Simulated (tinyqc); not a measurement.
Worked calculation: Pariser-Parr-Pople SCF with singles CI, for the molecule Nc1[cH+]c1F (SMILES; centres numbered as the heavy atoms are written). One step of it, computed by the program tinyqc.

Question. Singles CI, singlets. Over the 4 single excitations with the smallest orbital gaps: A = (e_a - e_i) delta + 2 (ia|jb) - (ij|ab), with (pq|rs) = sum c_mp c_mq gamma_mn c_nr c_ns. f = 2/3 w |mu|^2 in atomic units, mu = sqrt2 sum c_ia sum_m c_mi c_ma R_m.

orbital energies (eV): -24.465055  -21.637597  -16.890626  -6.099376  -5.995432

coefficients:
```
,MO1,MO2,MO3,MO4,MO5
1N,0.097811,0.409806,0.783926,0.374422,0.260308
2C,0.239964,0.615271,0.082554,-0.608037,-0.432821
3C,0.199358,0.408875,-0.447592,0.683664,-0.354039
4C,0.373194,0.303624,-0.390913,-0.147202,0.770751
5F,0.868235,-0.440606,0.159669,0.032164,-0.159702
```

repulsion gamma_rs (eV), lower triangle:
```
,1N,2C,3C,4C,5F
1N,16.800000
2C,8.283102,11.130000
3C,4.975847,7.554960,11.130000
4C,4.975534,7.553862,7.554960,11.130000
5F,3.694482,5.060667,5.060997,8.694819,21.400000
```

Centres (angstrom, eV; a flat drawing with bonds scaled to 1.40 angstrom):
```
centre,x,y,core charge z,W,gamma_rr
1N,1.912000,-0.662000,2,25.600000,16.800000
2C,0.700000,0.038000,1,11.160000,11.130000
3C,0.000000,1.250000,1,11.160000,11.130000
4C,-0.700000,0.038000,1,11.160000,11.130000
5F,-1.912000,-0.662000,2,39.000000,21.400000
```

Give: singlet CI matrix; singlet excitation energies; oscillator strengths.

Answer.

singlet CI matrix (eV), lower triangle:
```
,3>4,3>5,2>4,2>5
3>4,5.900
3>5,0.172,5.776
2>4,-0.139,-0.124,9.204
2>5,-0.068,0.027,-0.137,9.287
```

singlet excitation energies (eV): 5.654  6.010  9.112  9.392

oscillator strengths: 0.212  0.779  0.033  0.355
